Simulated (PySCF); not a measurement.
Coordinates in bohr (charge 0 multiplicity 2):
```
Si    0.8133    0.0000   -0.5714
O    -1.6320    0.0000    0.9464
H     3.3315    0.0000    0.8433
```

Level of theory: UPBE0/[Si def2-TZVP, O def2-TZVP, H def2-TZVP], no relativity, density fitting, PySCF.

This geometry of HSiO is a stationary point at this level.

Problem. What is the point group?

Solution. Cs.

Problem. Is it a minimum?

Solution. Yes: all harmonic wavenumbers are real.

Problem. Which band is strongest in the infrared?

Solution. 1935 cm⁻¹ (a'), 69 km/mol.

Problem. Give the atomic charges and bond orders.

Solution. 
```tsv
atom	Mulliken	Löwdin	polar tensor	spin (Mulliken)	Mayer order to Si1
Si1	0.40	0.23	0.56	0.55	–
O2	-0.42	-0.20	-0.49	0.21	2.20
H3	0.02	-0.03	-0.07	0.23	0.84
```

Other isomers or separated fragments may lie lower.
